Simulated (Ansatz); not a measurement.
The input, for Ansatz 0.2.0:

```yaml
crystal:
  periodic: [false, false, false]
  atoms:
    - {symbol: Si, position_ang: [0.000000, 0.032451, 1.129510]}
    - {symbol: Si, position_ang: [0.000000, -0.081251, -1.258412]}
    - {symbol: H, position_ang: [0.000000, 1.366573, 1.790713]}
    - {symbol: H, position_ang: [1.197704, -0.720972, 1.609075]}
    - {symbol: H, position_ang: [-1.197704, -0.720972, 1.609075]}
    - {symbol: H, position_ang: [0.000000, 1.435141, -1.417119]}
basis:
  gaussian: {orbitals: 6-31G}
total_charge: 1
magnetization: {spin_polarized: false, initial_magnetization: 1}
correlation: {method: ccsdt_q_b, electrons: outside_noble_gas}
scf: {lower_state_search: off}
output: {forces: true}
```

```sh
$ ansatz run in.yaml --threads 1 --pin off --events-out ev --progress --plain --max-ram 2393MiB
```

Log:

```
these checks for a lower state are left out or cut short: starts, cluster_reference, orbital_swaps, neighbouring_geometries, increment
740 factors; integrals over basis functions are off by at most 2.1e-7 eV
mean field evaluation 1: about -15773.6845 eV, gradient 1.2e1 eV
mean field evaluation 2: about -15773.6902 eV, gradient 1.2e1 eV
mean field evaluation 4: about -15774.9366 eV, gradient 1.3e0 eV
mean field evaluation 8: about -15774.9683 eV, gradient 4.2e-4 eV
mean field -15774.96829924 eV, -579.7193923395 hartree, gradient 2.1e-6 eV, S^2 0.750000; 0 other end points of the search recorded, 0 dependent functions left out
10 core orbitals not correlated: weight in the atoms' cores, before any rotation towards them, 1.000 or more for the frozen orbitals, at most 0.000 for the correlated occupied ones
reference -15774.96829924 eV, -579.7193923395 hartree; 6, 5 occupied and 18, 19 virtual orbitals, 740 factors
second order -2.35509599 eV of doubles, -0.02186805 eV of singles
cycle   1  -2.98194665 eV  change   -6.0e-1 eV  update   7.5e-2
cycle   2  -3.35307173 eV  change   -3.7e-1 eV  update   3.5e-2
cycle   3  -3.38741202 eV  change   -3.4e-2 eV  update   1.4e-2
cycle   4  -3.39655094 eV  change   -9.1e-3 eV  update   7.6e-3
cycle   5  -3.39742365 eV  change   -8.7e-4 eV  update   3.7e-3
cycle   6  -3.39690338 eV  change    5.2e-4 eV  update   1.8e-3
cycle   7  -3.39689854 eV  change    4.8e-6 eV  update   9.2e-4
cycle   8  -3.39735095 eV  change   -4.5e-4 eV  update   4.9e-4
cycle   9  -3.39739424 eV  change   -4.3e-5 eV  update   2.9e-4
cycle  10  -3.39725886 eV  change    1.4e-4 eV  update   1.4e-4
cycle  11  -3.39726063 eV  change   -1.8e-6 eV  update   8.1e-5
cycle  12  -3.39726953 eV  change   -8.9e-6 eV  update   4.8e-5
cycle  13  -3.39730832 eV  change   -3.9e-5 eV  update   2.2e-5
cycle  14  -3.39731286 eV  change   -4.5e-6 eV  update   1.2e-5
cycle  15  -3.39730430 eV  change    8.6e-6 eV  update   6.6e-6
cycle  16  -3.39729837 eV  change    5.9e-6 eV  update   3.7e-6
cycle  17  -3.39729633 eV  change    2.0e-6 eV  update   2.0e-6
cycle  18  -3.39729715 eV  change   -8.2e-7 eV  update   1.1e-6
cycle  19  -3.39729820 eV  change   -1.0e-6 eV  update   6.1e-7
perturbative correction -0.00227469 eV, -0.0000835934 hartree
the calculation of the forces begins
Total energy: -15778.36787213 eV, -579.8443243388 hartree
Atom 0 at     0.000000     0.032451     1.129510 Å, force    -0.000000    -1.160399     1.827485 eV/Å
Atom 1 at     0.000000    -0.081251    -1.258412 Å, force    -0.000000     0.724671     0.104151 eV/Å
Atom 2 at     0.000000     1.366573     1.790713 Å, force    -0.000000     0.704708    -0.544812 eV/Å
Atom 3 at     1.197704    -0.720972     1.609075 Å, force     0.374334    -0.229695    -0.165636 eV/Å
Atom 4 at    -1.197704    -0.720972     1.609075 Å, force    -0.374334    -0.229695    -0.165636 eV/Å
Atom 5 at     0.000000     1.435141    -1.417119 Å, force    -0.000000     0.190409    -1.055552 eV/Å
Dipole moment:    -0.000000    -0.013898    -0.672971 e Å
Checks for a lower state left out: starts, cluster_reference, orbital_swaps, neighbouring_geometries, increment
```

Forces (eV/Å):
```
Si   0.000 -1.160  1.827
Si   0.000  0.725  0.104
H    0.000  0.705 -0.545
H    0.374 -0.230 -0.166
H   -0.374 -0.230 -0.166
H    0.000  0.190 -1.056
```

Ran on 1 thread of Arm Neoverse V2, shared host: 33 s wall, 0.54 GiB peak host memory.
